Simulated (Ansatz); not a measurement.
The same path of C3H5NS (10 atoms, charge 0, multiplicity 1) was run 3 times with different band settings. The coordinate that changes most is the dihedral H9–C2–S3–H10.

All numbers below come from Ansatz 0.2.0, RKS B3LYP-D4/def2-mTZVP.

Relaxed end points:

```xyz
10
Properties=species:S:1:pos:R:3
C -0.456 -0.874 0.480
C 0.123 0.233 -0.403
S 1.787 0.839 0.182
C -0.758 1.392 -0.452
N -1.470 2.298 -0.475
H -0.570 -0.529 1.506
H 0.209 -1.738 0.478
H -1.431 -1.189 0.104
H 0.249 -0.126 -1.425
H 2.400 -0.357 0.008
```

```xyz
10
Properties=species:S:1:pos:R:3
C -0.605 -0.922 0.619
C 0.175 -0.013 -0.334
S 1.864 0.277 0.387
C -0.513 1.250 -0.562
N -1.060 2.247 -0.750
H -0.730 -0.451 1.593
H -0.073 -1.864 0.749
H -1.593 -1.134 0.209
H 0.300 -0.511 -1.296
H 2.319 1.070 -0.612
```

Common settings: climbing image yes; spring 5.0 eV/Å²; optimiser quadratic models (default); start path IDPP; end points relaxed.

| run | movable images | force threshold | iteration limit |
| --- | --- | --- | --- |
| 1 | 9 | 0.03 eV/Å | 58 |
| 2 | 9 | 0.5 eV/Å | 60 |
| 3 | 1 | 0.03 eV/Å | 60 |

Question: What does each run give, and how far can it be trusted?

Answer: Run 1: converged after 6 iterations, highest image 0.032 eV above the first end. A vibrational analysis at the climbing image gives one clearly imaginary mode, 187i cm⁻¹: a first-order saddle point.
Run 2: converged after 2 iterations, highest image 0.040 eV above the first end. The threshold of 0.5 eV/Å is loose, so the images may lie well off the minimum-energy path. The order of the stationary point at the top wasn't checked.
Run 3: converged after 6 iterations, highest image 0.032 eV above the first end. Another band between the same ends (9 images) ends at a top of the same energy, where a vibrational analysis finds 1 clearly imaginary mode. So few images can step over the top or miss a turn of the path.
